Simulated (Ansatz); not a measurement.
**One shape, several levels: C2HF (fluoroacetylene)**

Aim: a comparison of 6 runs (UHF/STO-3G, B3LYP/STO-3G, wB97M-V/STO-3G, RPA@PBE/STO-3G, UMP2/STO-3G, UCCSD(T)/STO-3G) of C2HF (fluoroacetylene). 

The results are computed with Ansatz 0.2.0.

49 further runs of the same task are left out: 5 that didn't finish, 44 set aside as unsound or not needed.

## Step 1: The structure to begin with

C2HF has 4 atoms, charge 0, and is taken as a singlet. SMILES: `C#CF`. The H4–C1 distance was set to 1.329 Å, away from the relaxed value.

Bond lengths: C1–C2 1.192 Å, C2–F3 1.270 Å. Angles: C1–C2–F3 180.0°. A long bond or contact: C1–H4 1.329 Å.

## Step 2: The energy at UHF/STO-3G (run 1)

The input, run.yaml:

```yaml
basis:
  gaussian: {orbitals: STO-3G}
crystal:
  periodic: [false, false, false]
  atoms:
    - symbol: C
      position_ang: [-0.213057, 0.267174, -0.171284]
    - symbol: C
      position_ang: [0.451243, -0.566776, 0.362746]
    - symbol: F
      position_ang: [1.158573, -1.454946, 0.931236]
    - symbol: H
      position_ang: [-0.952830, 1.196740, -0.765890]
magnetization: {spin_polarized: true, initial_magnetization: 0}
hamiltonian: {xc: hf}
accuracy: high
```

Launch:

```bash
$ ansatz run run.yaml --threads 1 --pin off --max-ram 3480MiB --events-out events.jsonl --progress --plain --runs-dir runs
```

Log:

```text
Warning: RAYON_NUM_THREADS=1 ignored (pool sized by the plan → 1); use --threads N
Functional definition: HF
  name "HF"
  exchange = exact_x
  correlation = 0
270 factors; integrals over basis functions are off by at most 4.6e-8 eV
mean field evaluation 1: about -4713.3546 eV, gradient 1.4e1 eV
mean field evaluation 2: about -4713.3912 eV, gradient 1.4e1 eV
mean field evaluation 4: about -4714.5500 eV, gradient 1.8e0 eV
mean field evaluation 8: about -4714.5783 eV, gradient 1.8e-2 eV
mean field evaluation 16: about -4714.3357 eV, gradient 1.7e0 eV
mean field evaluation 32: about -4714.5738 eV, gradient 7.8e-2 eV
mean field -4714.57825900 eV, -173.2575553624 hartree, gradient 9.2e-8 eV, S^2 0.000000; 0 other end points of the search recorded, 0 dependent functions left out
reference -4714.57825900 eV, -173.2575553624 hartree; 11, 11 occupied and 5, 5 virtual orbitals, 270 factors
Total energy: -4714.57825900 eV, -173.2575553624 hartree
```

Wall time 0.14 s (1 thread of Intel Xeon Platinum 8259CL at 2.50GHz (Skylake/Cascade Lake), shared host).

## Step 3: A single-point energy at B3LYP/STO-3G (run 2)

The input, job.yaml:

```yaml
crystal:
  periodic: [false, false, false]
  atoms:
    - {symbol: C, position_ang: [-0.213057, 0.267174, -0.171284]}
    - {symbol: C, position_ang: [0.451243, -0.566776, 0.362746]}
    - {symbol: F, position_ang: [1.158573, -1.454946, 0.931236]}
    - {symbol: H, position_ang: [-0.952830, 1.196740, -0.765890]}
basis:
  gaussian: {orbitals: STO-3G}
hamiltonian: {xc: {name: B3LYP}}
accuracy: high
```

Launch:

```bash
$ ansatz run job.yaml --threads 1 --pin off --max-ram 3480MiB --events-out events.jsonl --progress --plain --runs-dir runs
```

Log:

```text
Warning: RAYON_NUM_THREADS=1 ignored (pool sized by the plan → 1); use --threads N
Functional definition: B3LYP
  name "B3LYP"
  parameter a0 = 0.2
  parameter ax = 0.72
  parameter ac = 0.81
  exchange = (1 - a0 - ax)*slater_x + ax*b88_x + a0*exact_x
  correlation = (1 - ac)*vwn_rpa_c + ac*lyp_c
270 factors; integrals over basis functions are off by at most 4.6e-8 eV
mean field evaluation 1: about -4736.0709 eV, gradient 2.2e1 eV
mean field evaluation 2: about -4730.6826 eV, gradient 4.9e1 eV
mean field evaluation 4: about -4737.4452 eV, gradient 1.1e0 eV
mean field evaluation 8: about -4737.3716 eV, gradient 2.3e-3 eV
mean field evaluation 16: about -4737.3716 eV, gradient 3.6e-8 eV
mean field -4737.37158133 eV, -174.0951945082 hartree, gradient 3.6e-8 eV, S^2 0.000000; 0 other end points of the search recorded, 0 dependent functions left out
reference -4737.37160259 eV, -174.0951952893 hartree; 11, 11 occupied and 5, 5 virtual orbitals, 270 factors
Total energy: -4737.37160259 eV, -174.0951952893 hartree
```

It took 0.95 s on 1 thread of Intel Xeon Platinum 8259CL at 2.50GHz (Skylake/Cascade Lake), shared host.

Run 3 isn't shown in full; the table further down has it.

## Step 4: A single-point energy at RPA@PBE/STO-3G (run 4)

Changes to job.yaml since step 3:

```diff
@@ -8,4 +8,9 @@
 basis:
-  gaussian: {orbitals: STO-3G}
-hamiltonian: {xc: {name: B3LYP}}
+  gaussian:
+    orbitals: STO-3G
+hamiltonian:
+  xc: pbe
+correlation:
+  method: rpa
+  frozen_orbitals: {C: 1, F: 1, H: 0}
 accuracy: high
```

Launch:

```bash
$ ansatz run job.yaml --threads 1 --pin off --max-ram 3480MiB --events-out events.jsonl --progress --plain --runs-dir runs
```

Log:

```text
Warning: RAYON_NUM_THREADS=1 ignored (pool sized by the plan → 1); use --threads N
Functional definition: PBE
  name "PBE"
  parameter kappa = 0.804
  parameter beta = 0.06672455060314922
  exchange = pbe_x(kappa = kappa, mu = beta*pi^2/3)
  correlation = pbe_c(beta = beta)
270 factors; integrals over basis functions are off by at most 4.6e-8 eV
mean field evaluation 1: about -4730.3083 eV, gradient 3.0e1 eV
mean field evaluation 2: about -4730.2010 eV, gradient 3.0e1 eV
mean field evaluation 4: about -4732.1562 eV, gradient 1.2e1 eV
mean field evaluation 8: about -4732.5323 eV, gradient 3.2e-2 eV
mean field evaluation 16: about -4732.5301 eV, gradient 9.7e-7 eV
mean field -4732.53005879 eV, -173.9172718365 hartree, gradient 2.6e-8 eV, S^2 0.000000; 0 other end points of the search recorded, 0 dependent functions left out
3 core orbitals not correlated: weight in the atoms' cores, before any rotation towards them, 1.000 or more for the frozen orbitals, at most 0.000 for the correlated occupied ones
reference -4714.05409387 eV, -173.2382926492 hartree; 8, 8 occupied and 5, 5 virtual orbitals, 270 factors
Total energy: -4721.65215508 eV, -173.5175162483 hartree
```

Wall time 1.1 s (1 thread of Intel Xeon Platinum 8259CL at 2.50GHz (Skylake/Cascade Lake), shared host); peak memory 0.1 GiB.

Run 5 isn't shown in full; the table further down has it.

## Step 5: The energy at UCCSD(T)/STO-3G (run 6)

The input, input.yaml:

```yaml
crystal:
  periodic: [false, false, false]
  atoms:
    - {symbol: C, position_ang: [-0.213057, 0.267174, -0.171284]}
    - {symbol: C, position_ang: [0.451243, -0.566776, 0.362746]}
    - {symbol: F, position_ang: [1.158573, -1.454946, 0.931236]}
    - {symbol: H, position_ang: [-0.952830, 1.196740, -0.765890]}
basis:
  gaussian:
    orbitals: STO-3G
magnetization:
  spin_polarized: true
correlation:
  method: ccsd_t
  frozen_orbitals: {C: 1, F: 1, H: 0}
accuracy: high
scf:
  omitted_lower_state_checks: [cluster_reference, increment]
```

Launch:

```bash
$ ansatz run input.yaml --threads 1 --pin off --max-ram 3480MiB --events-out events.jsonl --progress --plain --runs-dir runs
```

Log:

```text
Warning: RAYON_NUM_THREADS=1 ignored (pool sized by the plan → 1); use --threads N
[... 12 lines left out ...]
3 core orbitals not correlated: weight in the atoms' cores, before any rotation towards them, 1.000 or more for the frozen orbitals, at most 0.000 for the correlated occupied ones
[... 22 lines left out ...]
Total energy: -4719.92280686 eV, -173.4539638735 hartree
Checks for a lower state left out: cluster_reference, increment
```

Run time: 0.3 s. Hardware: 1 thread of Intel Xeon Platinum 8259CL at 2.50GHz (Skylake/Cascade Lake), shared host.

## Step 6: All runs side by side

| run | level | frozen core orbitals | energy (Eh) | wall time |
| --- | --- | --- | --- | --- |
| 1 | UHF/STO-3G | – | -173.257555 | 0.14 s |
| 2 | B3LYP/STO-3G | – | -174.095195 | 0.95 s |
| 3 | wB97M-V/STO-3G | – | -174.105256 | 9.6 s |
| 4 | RPA@PBE/STO-3G | 3 | -173.517516 | 1.1 s |
| 5 | UMP2/STO-3G | 3 | -173.426254 | 0.16 s |
| 6 | UCCSD(T)/STO-3G | 3 | -173.453964 | 0.3 s |

## Step 7: Summary of results

| quantity | value |
| --- | --- |
| run 6: total energy | -173.45396 Eh |
| run 6: correlation energy (3 core orbitals frozen) | -196.4 mEh |
| run 6: (T) correction | -3.54 mEh |
| run 6: T1 diagnostic | 0.008 |

In words: Below the UHF energy at the same shape and in the same basis (STO-3G): UMP2 -168.7 mEh; UCCSD(T) -196.4 mEh. Totals of different functionals can't be ranked against each other. In runs 1, 2, 3, 4, 5, 6 the basis is minimal, so the values are rough. All runs together took 12 s, the longest 9.6 s.
